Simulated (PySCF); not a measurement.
# Bond curve of AlO⁺

Set-up: Al def2-TZVP, O def2-TZVP; no relativity (PySCF 2.14). Energies in eV from Al⁺ + O in their ground configurations at the same level. State: ³Π (triplet), unpaired electrons σ ↑, π ↑.

```tsv
R (Å)	PBE0
1.497	-0.426
1.567	-0.996
1.637	-1.297
1.689	-1.398
1.741	-1.420
1.793	-1.386
1.863	-1.282
1.950	-1.099
2.054	-0.859
2.194	-0.575
```

**Question.** Put a parabola through the three lowest points of the PBE0 curve and estimate Re, k and ωe (reduced mass 10.04 u; 1 eV/Å² = 0.16022 mdyn/Å; ωe = 1302.8·√(k/μ) cm⁻¹).

**Answer.** Through R = 1.689, 1.741, 1.793 Å the second-order coefficient is 10.4 eV/Å², so Re ≈ 1.735 Å, k ≈ 3.32 mdyn/Å and ωe ≈ 749 cm⁻¹. A polynomial fit of higher order to the unrounded PBE0 energies gives Re = 1.733 Å, k = 3.47 mdyn/Å, ωe = 766 cm⁻¹; anharmonicity and rounding make the difference.

The higher-order fit for each curve: PBE0: Re = 1.733 Å, ωe = 766 cm⁻¹, De = 1.42 eV.

For an ion De counts to the pair picked by the measured ionisation energies or electron affinities, which need not be the lowest pair at this level. The state is the lowest determinant that a PBE0 search found; another state may lie lower at other levels.
